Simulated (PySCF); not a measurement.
A GIAO shielding run with PySCF 2.14.0 with density-fitted response routines (density fitting, non-relativistic, gas phase) on `InChI=1S/C4H5P/c1-2-4-5-3-1/h1-5H`:

```
$ OMP_NUM_THREADS=1 python probes_run.py task.json out

{"job": {"kind": "nmr", "xc": "PBE0", "basis": "def2-SVP", "pop": true}, "charge": 0, "multiplicity": 1}
C     -0.300814    -1.000333     0.397340
C      1.054703    -0.574349     0.090855
C      1.161738     0.733915    -0.254781
P     -0.480831     1.461084    -0.422376
C     -1.231188    -0.017994     0.287659
H     -0.535698    -2.028192     0.687561
H      1.904589    -1.261001     0.136210
H      2.091059     1.234316    -0.531310
H     -0.511597     2.358248     0.687420
H     -2.300430    -0.146078     0.463280
```

Hardware: 1 thread of an Arm Neoverse V2, shared host. The job also computes population analyses, field gradients, ring-centre shieldings.

(1) How large is the calculation?

(2) How long does it take, and how much memory does it need?

(3) And these other runs on the same molecule and hardware: GIAO shielding at B97-2/pcSseg-2; GIAO shielding at BHandHLYP/pcSseg-2; GIAO shielding at CAM-B3LYP/pcSseg-2; GIAO shielding at LC-wPBE/pcSseg-2; GIAO shielding at PBE0/6-311+G(2d,p); GIAO shielding at PBE0/6-31G?

Results:

(1) 44 electrons, 99 basis functions and 556 auxiliary functions.

(2) 4.6 s of wall time, with 12 SCF cycles and 5 response iterations; peak memory 0.52 GiB. Times on a shared host scatter by some tens of per cent.

(3) B97-2/pcSseg-2: 257 functions, 19 s; BHandHLYP/pcSseg-2: 257 functions, 18 s; CAM-B3LYP/pcSseg-2: 257 functions, 26 s; LC-wPBE/pcSseg-2: 257 functions, 34 s; PBE0/6-311+G(2d,p): 173 functions, 9.9 s; PBE0/6-31G: 59 functions, 3.3 s.
